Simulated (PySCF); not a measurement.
CH3S, SMILES C[S], multiplicity 2. The structure is a stationary point at B3LYP-D3(BJ)/def2-TZVP. The isomer is the one that the SMILES or the coordinates give; other isomers of the formula were not compared.

Calculation: B3LYP-D3(BJ)/def2-TZVP (PySCF).

Harmonic wavenumbers (cm⁻¹): 581, 712, 863, 1334, 1373, 1472, 3013, 3082, 3105. Rotational constants (GHz): 159.0, 13.38, 13.36; symmetry number 1.

### Question
Work out the zero-point energy and the ideal-gas rigid-rotor harmonic-oscillator thermochemistry at 298.15 K and 1 atm.

### Answer
ZPE = ½ Σ hcν = ½ × 15534 cm⁻¹ = 92.91 kJ/mol. H − E(el) = 103.79 kJ/mol. Entropy in J/(mol K): translation 156.79, rotation 83.53, vibration 4.16, spin 5.76, total 250.25. G − E(el) = 29.18 kJ/mol. Cp = 44.82 J/(mol K).
